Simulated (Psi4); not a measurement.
# DLPNO-MP2/def2-TZVP (density fitting, density fitting for correlation, pno convergence loose, sweep point 1) run of CH2F2 (difluoromethane)

Aim: the energy of CH2F2 (difluoromethane). 

The calculation is run with Psi4 1.11.

3 further runs of the same task are left out: 2 that didn't finish, 1 set aside as unsound or not needed.

### Step 1. The structure to begin with

The species is CH2F2 (5 atoms), meant as a singlet with charge 0. SMILES: `FCF`. Geometry: relaxed at PBE0-D4/def2-TZVP.

Bond lengths: F1–C2 1.351 Å, C2–F3 1.351 Å, C2–H4 1.093 Å, C2–H5 1.094 Å. Angles: F1–C2–F3 108.6°, F1–C2–H4 108.8°, F1–C2–H5 108.8°, F3–C2–H4 108.8°, F3–C2–H5 108.8°, H4–C2–H5 113.0°.

### Step 2. A single-point energy at DLPNO-MP2/def2-TZVP (density fitting, density fitting for correlation, pno convergence loose, sweep point 1)

job.dat

```
memory 1.6 GB

molecule geom {
  0 1
  F     -1.073300     0.191200     0.698300
  C      0.010100    -0.016900    -0.082300
  F      1.090500    -0.179200     0.713200
  H     -0.142700    -0.932900    -0.659500
  H      0.165300     0.864200    -0.711100
  symmetry c1
}

set puream true
set scf_type df
set dft_radial_points 99
set dft_spherical_points 590
set num_frozen_docc 3
set pno_convergence loose

result, w = energy("dlpno-mp2/def2-TZVP", return_wfn=True)
```

Started as:

```sh
psi4 -i job.dat -o job.out -n 1
```

job.out:

```text
Psi4 1.11 release

   => Loading Basis Set <=

    Name: DEF2-TZVP
    Role: ORBITAL
    Keyword: BASIS

         ---------------------------------------------------------
                                   SCF
                              RHF Reference
                        1 Threads,   1525 MiB Core
         ---------------------------------------------------------

  ==> Geometry <==

    Molecular point group: c1
    Full point group: C1

    Geometry (in Angstrom), charge = 0, multiplicity = 1:

       Center              X                  Y                   Z               Mass
    ------------   -----------------  -----------------  -----------------  -----------------
         F           -1.082350704635     0.192047042128     0.228271803451    18.998403162730
         C            0.001049295365    -0.016052957872    -0.552328196549    12.000000000000
         F            1.081449295365    -0.178352957872     0.243171803451    18.998403162730
         H           -0.151750704635    -0.932052957872    -1.129528196549     1.007825032230
         H            0.156249295365     0.865047042128    -1.181128196549     1.007825032230

  Running in c1 symmetry.

  Rotational constants: A =      1.66146  B =      0.35522  C =      0.31074 [cm^-1]
  Rotational constants: A =  49809.34438  B =  10649.09100  C =   9315.63596 [MHz]
  Nuclear repulsion =   77.468210530799951

  Charge       = 0
  Multiplicity = 1
  Electrons    = 26
  Nalpha       = 13
  Nbeta        = 13

  ==> Algorithm <==

  SCF Algorithm Type is DF.
  DIIS enabled.
  MOM disabled.
  Fractional occupation disabled.
  Guess Type is SAD.
  Energy threshold   = 1.00e-08
  Density threshold  = 1.00e-08
  Integral threshold = 1.00e-12

  ==> Primary Basis <==

  Basis Set: DEF2-TZVP
    Blend: DEF2-TZVP
    Number of shells: 41
    Number of basis functions: 105
    Number of Cartesian functions: 120
    Spherical Harmonics?: true
    Max angular momentum: 3

   => Loading Basis Set <=

    Name: (DEF2-TZVP AUX)
    Role: JKFIT
    Keyword: DF_BASIS_SCF

  ==> Integral Setup <==

  DFHelper Memory: AOs need 0.024 GiB; user supplied 1.118 GiB.
  SCF_SUBTYPE=INCORE selected. In-core MEM_DF algorithm will be used.
  Using in-core AOs.

  ==> MemDFJK: Density-Fitted J/K Matrices <==

    J tasked:                   Yes
    K tasked:                   Yes
    wK tasked:                   No
    Memory [MiB]:              1144
    Algorithm:                 Core
    Schwarz Cutoff:           1E-12
    Mask sparsity (%):       0.7256
    Fitting Condition:        1E-10

   => Auxiliary Basis Set <=

  Basis Set: (DEF2-TZVP AUX)
    Blend: DEF2-UNIVERSAL-JKFIT
    Number of shells: 87
    Number of basis functions: 265
    Number of Cartesian functions: 315
    Spherical Harmonics?: true
    Max angular momentum: 4

  Minimum eigenvalue in the overlap matrix is 2.3921063757E-03.
  Reciprocal condition number of the overlap matrix is 3.8328360188E-04.
    Using symmetric orthogonalization.

  ==> Pre-Iterations <==

  SCF Guess: Superposition of Atomic Densities via on-the-fly atomic UHF (no occupation information).

   -------------------------
    Irrep   Nso     Nmo
   -------------------------
     A        105     105
   -------------------------
    Total     105     105
   -------------------------

  ==> Iterations <==

                           Total Energy        Delta E     RMS |[F,P]|

   @DF-RHF iter SAD:  -237.37841261790561   -2.37378e+02   0.00000e+00
   @DF-RHF iter   1:  -237.96209660356746   -5.83684e-01   3.29037e-03 DIIS/ADIIS
   @DF-RHF iter   2:  -237.99646066468347   -3.43641e-02   1.91069e-03 DIIS/ADIIS
   @DF-RHF iter   3:  -238.00740053133336   -1.09399e-02   2.73961e-04 DIIS/ADIIS
   @DF-RHF iter   4:  -238.00792792157759   -5.27390e-04   4.95991e-05 DIIS
   @DF-RHF iter   5:  -238.00794920318543   -2.12816e-05   1.51893e-05 DIIS
   @DF-RHF iter   6:  -238.00795152529150   -2.32211e-06   4.21019e-06 DIIS
   @DF-RHF iter   7:  -238.00795174041534   -2.15124e-07   8.44162e-07 DIIS
   @DF-RHF iter   8:  -238.00795174950224   -9.08690e-09   1.12827e-07 DIIS
   @DF-RHF iter   9:  -238.00795174961465   -1.12408e-10   1.22619e-08 DIIS
   @DF-RHF iter  10:  -238.00795174961530   -6.53699e-13   2.39916e-09 DIIS
  Energy and wave function converged.

  ==> Post-Iterations <==

    Orbital Energies [Eh]
    ---------------------

    Doubly Occupied:

       1A    -26.309545     2A    -26.309528     3A    -11.404795
       4A     -1.662269     5A     -1.601317     6A     -0.969514
       7A     -0.779146     8A     -0.771268     9A     -0.756948
      10A     -0.667602    11A     -0.633345    12A     -0.621504
      13A     -0.534583

    Virtual:

      14A      0.161076    15A      0.209487    16A      0.210738
      17A      0.229091    18A      0.355349    19A      0.363079
      20A      0.492071    21A      0.493478    22A      0.602584
      23A      0.608758    24A      0.646019    25A      0.709212
      26A      0.733936    27A      0.746415    28A      0.886707
      29A      0.911268    30A      0.916560    31A      1.014313
      32A      1.076766    33A      1.088595    34A      1.151368
      35A      1.165641    36A      1.264796    37A      1.609446
      38A      1.679652    39A      1.843843    40A      1.871182
      41A      1.881029    42A      2.047419    43A      2.124282
      44A      2.126772    45A      2.214762    46A      2.232796
      47A      2.360320    48A      2.511172    49A      2.607055
      50A      2.627617    51A      2.670133    52A      2.686157
      53A      2.695640    54A      2.704940    55A      2.924187
      56A      2.998405    57A      3.009682    58A      3.151334
      59A      3.261922    60A      3.312241    61A      3.480798
      62A      3.558762    63A      3.565144    64A      3.590477
      65A      3.654741    66A      3.695962    67A      3.803072
      68A      3.825176    69A      4.077454    70A      4.090522
      71A      4.106230    72A      4.165750    73A      4.225161
      74A      4.278091    75A      4.523663    76A      4.605659
      77A      5.433259    78A      5.527217    79A      7.385353
      80A      7.386424    81A      7.390338    82A      7.396188
      83A      7.402212    84A      7.422139    85A      7.465254
      86A      7.562176    87A      7.621178    88A      7.764346
      89A      7.781720    90A      7.808339    91A      7.898699
      92A      8.043974    93A      8.907653    94A      8.961508
      95A      8.988773    96A      9.009818    97A      9.313387
      98A      9.376495    99A      9.387310   100A      9.516831
     101A      9.573850   102A      9.620602   103A     23.483713
     104A     58.696100   105A     58.867036

    Final Occupation by Irrep:
              A
    DOCC [    13 ]
    NA   [    13 ]
    NB   [    13 ]

  @DF-RHF Final Energy:  -238.00795174961530

   => Energetics <=

    Nuclear Repulsion Energy =             77.4682105307999507
    One-Electron Energy =                -484.9095969152909902
    Two-Electron Energy =                 169.4334346348757094
    Total Energy =                       -238.0079517496153017

Computation Completed

Properties will be evaluated at   0.000000,   0.000000,   0.000000 [a0]

Properties computed using the SCF density matrix

 Multipole Moments:

 ------------------------------------------------------------------------------------
     Multipole            Electronic (a.u.)      Nuclear  (a.u.)        Total (a.u.)
 ------------------------------------------------------------------------------------

 L = 1.  Multiply by 2.5417464519 to convert [e a0] to [Debye]
 Dipole X            :         -0.0034795            0.0050676            0.0015882
 Dipole Y            :          0.0511838           -0.0757344           -0.0245505
 Dipole Z            :          1.7669582           -2.6109082           -0.8439500
 Magnitude           :                                                    0.8443085

 ------------------------------------------------------------------------------------

	total time  =          1 seconds =       0.02 minutes

  //>>>>>>>>>>>>>>>>>>>>>>>>>>>>>>>>>>>//
  //             DLPNO-MP2             //
  //<<<<<<<<<<<<<<<<<<<<<<<<<<<<<<<<<<<//

   => Loading Basis Set <=

    Name: (DEF2-TZVP AUX)
    Role: RIFIT
    Keyword: DF_BASIS_MP2

   --------------------------------------------
                     DLPNO-MP2
   --------------------------------------------

  DLPNO convergence set to LOOSE.

  Detailed DLPNO thresholds and cutoffs:
    T_CUT_DO     = 2.000e-02
    T_CUT_PNO    = 1.000e-07
    T_CUT_DO_IJ  = 1.000e-05
    T_CUT_PRE    = 1.000e-06
    T_CUT_DO_PRE = 3.000e-02
    T_CUT_MKN    = 1.000e-03
    T_CUT_CLMO   = 1.000e-04
    T_CUT_CPAO   = 1.000e-04
    S_CUT        = 1.000e-08
    F_CUT        = 1.000e-05

  ==> Boys Localizer <==

    Convergence =   1.000E-12
    Maxiter     =        1000

    Iteration                   Metric       Residual
    @Boys    0   2.0529968884491812E+00              -
    @Boys    1   4.1084180645921911E+01   1.901181E+01
    @Boys    2   4.3642665954318502E+01   6.227422E-02
    @Boys    3   4.4284036883337130E+01   1.469596E-02
    @Boys    4   4.4312260747741803E+01   6.373372E-04
    @Boys    5   4.4318682603208529E+01   1.449228E-04
    @Boys    6   4.4319571561029399E+01   2.005831E-05
    @Boys    7   4.4320030338689861E+01   1.035158E-05
    @Boys    8   4.4320251365096937E+01   4.987055E-06
    @Boys    9   4.4320394530499684E+01   3.230248E-06
    @Boys   10   4.4320525505083047E+01   2.955176E-06
    @Boys   11   4.4320637765115478E+01   2.532913E-06
    @Boys   12   4.4320798930991479E+01   3.636362E-06
    @Boys   13   4.4320917723215700E+01   2.680282E-06
    @Boys   14   4.4321045711304194E+01   2.887758E-06
    @Boys   15   4.4321162499916525E+01   2.635060E-06
    @Boys   16   4.4321224735531857E+01   1.404196E-06
    @Boys   17   4.4321312304408899E+01   1.975777E-06
    @Boys   18   4.4321366556974695E+01   1.224074E-06
    @Boys   19   4.4321437714731914E+01   1.605496E-06
    @Boys   20   4.4321502161920222E+01   1.454086E-06
    @Boys   21   4.4321555560944518E+01   1.204811E-06
    @Boys   22   4.4321612385383020E+01   1.282095E-06
    @Boys   23   4.4321656248527489E+01   9.896559E-07
    @Boys   24   4.4321696188992419E+01   9.011501E-07
    @Boys   25   4.4321724054917475E+01   6.287197E-07
    @Boys   26   4.4321761889372539E+01   8.536323E-07
    @Boys   27   4.4321793208544037E+01   7.066319E-07
    @Boys   28   4.4321810998665072E+01   4.013854E-07
    @Boys   29   4.4321832442505134E+01   4.838214E-07
    @Boys   30   4.4321854889052908E+01   5.064445E-07
    @Boys   31   4.4321869623859016E+01   3.324501E-07
    @Boys   32   4.4321884449756112E+01   3.345052E-07
    @Boys   33   4.4321899353693269E+01   3.362659E-07
    @Boys   34   4.4321912290976719E+01   2.918937E-07
    @Boys   35   4.4321921042916870E+01   1.974631E-07
    @Boys   36   4.4321931804765853E+01   2.428110E-07
    @Boys   37   4.4321942886450117E+01   2.500271E-07
    @Boys   38   4.4321949399481682E+01   1.469482E-07
    @Boys   39   4.4321958493308372E+01   2.051766E-07
    @Boys   40   4.4321964229202905E+01   1.294143E-07
    @Boys   41   4.4321970032598792E+01   1.309372E-07
    @Boys   42   4.4321975130110673E+01   1.150110E-07
    @Boys   43   4.4321981183610475E+01   1.365801E-07
    @Boys   44   4.4321985054987877E+01   8.734667E-08
    @Boys   45   4.4321988669251112E+01   8.154561E-08
    @Boys   46   4.4321991671044806E+01   6.772696E-08
    @Boys   47   4.4321995114490221E+01   7.769158E-08
    @Boys   48   4.4321998353084197E+01   7.306968E-08
    @Boys   49   4.4322001348885792E+01   6.759175E-08
    @Boys   50   4.4322004655856539E+01   7.461240E-08
    @Boys   51   4.4322006631475588E+01   4.457423E-08
    @Boys   52   4.4322008849650601E+01   5.004681E-08
    @Boys   53   4.4322011092392906E+01   5.060110E-08
    @Boys   54   4.4322012454373009E+01   3.072920E-08
    @Boys   55   4.4322014288659851E+01   4.138546E-08
    @Boys   56   4.4322015665668829E+01   3.106829E-08
    @Boys   57   4.4322016806128488E+01   2.573122E-08
    @Boys   58   4.4322018009956665E+01   2.716095E-08
    @Boys   59   4.4322018875939506E+01   1.953843E-08
    @Boys   60   4.4322019789794517E+01   2.061853E-08
    @Boys   61   4.4322020573069395E+01   1.767236E-08
    @Boys   62   4.4322021251450224E+01   1.530573E-08
    @Boys   63   4.4322021889450880E+01   1.439467E-08
    @Boys   64   4.4322022451573616E+01   1.268270E-08
    @Boys   65   4.4322022850928889E+01   9.010312E-09
    @Boys   66   4.4322023248882289E+01   8.978683E-09
    @Boys   67   4.4322023573373215E+01   7.321212E-09
    @Boys   68   4.4322023947061027E+01   8.431199E-09
    @Boys   69   4.4322024258059599E+01   7.016795E-09
    @Boys   70   4.4322024613456634E+01   8.018520E-09
    @Boys   71   4.4322024907370455E+01   6.631327E-09
    @Boys   72   4.4322025067997416E+01   3.624089E-09
    @Boys   73   4.4322025284397853E+01   4.882458E-09
    @Boys   74   4.4322025496164422E+01   4.777908E-09
    @Boys   75   4.4322025645171479E+01   3.361919E-09
    @Boys   76   4.4322025792514040E+01   3.324364E-09
    @Boys   77   4.4322025924098469E+01   2.968827E-09
    @Boys   78   4.4322026019618448E+01   2.155136E-09
    @Boys   79   4.4322026139732159E+01   2.710023E-09
    @Boys   80   4.4322026232192194E+01   2.086097E-09
    @Boys   81   4.4322026338866095E+01   2.406792E-09
    @Boys   82   4.4322026410808625E+01   1.623178E-09
    @Boys   83   4.4322026477606478E+01   1.507103E-09
    @Boys   84   4.4322026517465119E+01   8.992964E-10
    @Boys   85   4.4322026562322421E+01   1.012077E-09
    @Boys   86   4.4322026600134464E+01   8.531208E-10
    @Boys   87   4.4322026638554554E+01   8.668397E-10
    @Boys   88   4.4322026671542460E+01   7.442779E-10
    @Boys   89   4.4322026700402560E+01   6.511458E-10
    @Boys   90   4.4322026739944917E+01   8.921604E-10
    @Boys   91   4.4322026762788994E+01   5.154114E-10
    @Boys   92   4.4322026791569670E+01   6.493538E-10
    @Boys   93   4.4322026815092713E+01   5.307303E-10
    @Boys   94   4.4322026832971780E+01   4.033901E-10
    @Boys   95   4.4322026852886736E+01   4.493241E-10
    @Boys   96   4.4322026868402261E+01   3.500635E-10
    @Boys   97   4.4322026882137060E+01   3.098865E-10
    @Boys   98   4.4322026892375611E+01   2.310037E-10
    @Boys   99   4.4322026906448869E+01   3.175229E-10
    @Boys  100   4.4322026919433000E+01   2.929498E-10
    @Boys  101   4.4322026927619319E+01   1.847009E-10
    @Boys  102   4.4322026937194209E+01   2.160301E-10
    @Boys  103   4.4322026943314974E+01   1.380976E-10
    @Boys  104   4.4322026951202929E+01   1.779692E-10
    @Boys  105   4.4322026955934533E+01   1.067551E-10
    @Boys  106   4.4322026960784846E+01   1.094335E-10
    @Boys  107   4.4322026965761623E+01   1.122867E-10
    @Boys  108   4.4322026969822382E+01   9.161943E-11
    @Boys  109   4.4322026974191743E+01   9.858217E-11
    @Boys  110   4.4322026977111499E+01   6.587594E-11
    @Boys  111   4.4322026979408164E+01   5.181771E-11
    @Boys  112   4.4322026982477908E+01   6.926000E-11
    @Boys  113   4.4322026985366122E+01   6.516431E-11
    @Boys  114   4.4322026987990142E+01   5.920352E-11
    @Boys  115   4.4322026990334983E+01   5.290464E-11
    @Boys  116   4.4322026992116747E+01   4.020042E-11
    @Boys  117   4.4322026993364830E+01   2.815942E-11
    @Boys  118   4.4322026994490358E+01   2.539433E-11
    @Boys  119   4.4322026995566553E+01   2.428127E-11
    @Boys  120   4.4322026997073472E+01   3.399933E-11
    @Boys  121   4.4322026997995955E+01   2.081320E-11
    @Boys  122   4.4322026999009395E+01   2.286538E-11
    @Boys  123   4.4322026999960187E+01   2.145189E-11
    @Boys  124   4.4322027000741912E+01   1.763739E-11
    @Boys  125   4.4322027001203701E+01   1.041895E-11
    @Boys  126   4.4322027001661695E+01   1.033334E-11
    @Boys  127   4.4322027002153078E+01   1.108665E-11
    @Boys  128   4.4322027002673707E+01   1.174650E-11
    @Boys  129   4.4322027003017858E+01   7.764793E-12
    @Boys  130   4.4322027003348502E+01   7.460037E-12
    @Boys  131   4.4322027003718297E+01   8.343365E-12
    @Boys  132   4.4322027003952115E+01   5.275442E-12
    @Boys  133   4.4322027004201090E+01   5.617391E-12
    @Boys  134   4.4322027004424761E+01   5.046514E-12
    @Boys  135   4.4322027004658395E+01   5.271274E-12
    @Boys  136   4.4322027004820924E+01   3.667015E-12
    @Boys  137   4.4322027004987362E+01   3.755188E-12
    @Boys  138   4.4322027005184978E+01   4.458644E-12
    @Boys  139   4.4322027005374423E+01   4.274283E-12
    @Boys  140   4.4322027005539432E+01   3.722965E-12
    @Boys  141   4.4322027005641047E+01   2.292646E-12
    @Boys  142   4.4322027005719406E+01   1.767939E-12
    @Boys  143   4.4322027005818484E+01   2.235414E-12
    @Boys  144   4.4322027005886675E+01   1.538530E-12
    @Boys  145   4.4322027005967271E+01   1.818438E-12
    @Boys  146   4.4322027006053361E+01   1.942361E-12
    @Boys  147   4.4322027006107476E+01   1.220949E-12
    @Boys  148   4.4322027006161356E+01   1.215659E-12
    @Boys  149   4.4322027006210170E+01   1.101355E-12
    @Boys  150   4.4322027006253315E+01   9.734247E-13

    Boys Localizer converged.

  ==> Forming Local MO Domains <==

    Auxiliary BFs per Local MO:
      Average =  212 AUX BFs (3 atoms)
      Min     =  152 AUX BFs (2 atoms)
      Max     =  258 AUX BFs (5 atoms)

    Projected AOs per Local MO:
      Average =  105 PAOs (5 atoms)
      Min     =  105 PAOs (5 atoms)
      Max     =  105 PAOs (5 atoms)

    Local MOs per Local MO:
      Average =   10 LMOs
      Min     =   10 LMOs
      Max     =   10 LMOs

    Screened 0 of 100 LMO pairs (0.00 %)
             0 pairs met overlap criteria
             10 pairs met energy criteria

    Screened LMO pair energy =  0.000000000000

  ==> Merging LMO Domains into LMO Pair Domains <==

    Auxiliary BFs per Local MO pair:
      Average =  244 AUX BFs (4 atoms)
      Min     =  152 AUX BFs (2 atoms)
      Max     =  258 AUX BFs (5 atoms)

    Local MOs per Local MO pair:
      Average =   10 LMOs
      Min     =   10 LMOs
      Max     =   10 LMOs

    Projected AOs per Local MO pair:
      Average =  105 PAOs (5 atoms)
      Min     =  105 PAOs (5 atoms)
      Max     =  105 PAOs (5 atoms)

    Coefficient sparsity in AO -> LMO transform:   0.00 %
    Coefficient sparsity in AO -> PAO transform:   0.00 %
    Coefficient sparsity in combined transforms:   0.00 %

    Storing transformed LMO/PAO integrals in sparse format.
    Required memory: 0.002 GiB (0.00 % reduction from dense format)

  ==> Transforming 3-Index Integrals to LMO/PAO basis <==

  ==> Forming Pair Natural Orbitals <==

    Natural Orbitals per Local MO pair:
      Avg:  49 NOs
      Min:  12 NOs
      Max:  84 NOs

    PNO truncation energy = -0.000274753485

  ==> Local MP2 <==

    E_CONVERGENCE = 1.00e-06
    R_CONVERGENCE = 1.00e-06

                     Corr. Energy    Delta E     Max R
  @LMP2 iter   0:  -0.655990659090 -6.560e-01  7.006e-04
  @LMP2 iter   1:  -0.662558503096 -6.568e-03  2.091e-04
  @LMP2 iter   2:  -0.662822965583 -2.645e-04  4.444e-05
  @LMP2 iter   3:  -0.662843738561 -2.077e-05  7.726e-06
  @LMP2 iter   4:  -0.662844210212 -4.717e-07  8.896e-07

  Total DLPNO-MP2 Correlation Energy:  -0.663118963696
    MP2 Correlation Energy:            -0.662844210212
    LMO Truncation Correction:          0.000000000000
    PNO Truncation Correction:         -0.000274753485

	total time  =          1 seconds =       0.02 minutes

    Psi4 run time: 0:00:02.23
```

Wall time 3.6 s (1 thread of Intel Xeon Platinum 8259CL at 2.50GHz (Skylake/Cascade Lake), shared host); peak memory 0.26 GiB.

### Step 3. Summary of results

At DLPNO-MP2/def2-TZVP (density fitting, density fitting for correlation, pno convergence loose, sweep point 1), 3 core orbitals frozen:

```
                                   quantity          value
                               total energy  -238.67107 Eh
        HOMO energy (Hartree–Fock orbitals)      -14.55 eV
        LUMO energy (Hartree–Fock orbitals)        4.38 eV
      HOMO–LUMO gap (Hartree–Fock orbitals)       18.93 eV
correlation energy (3 core orbitals frozen)     -663.1 mEh
```
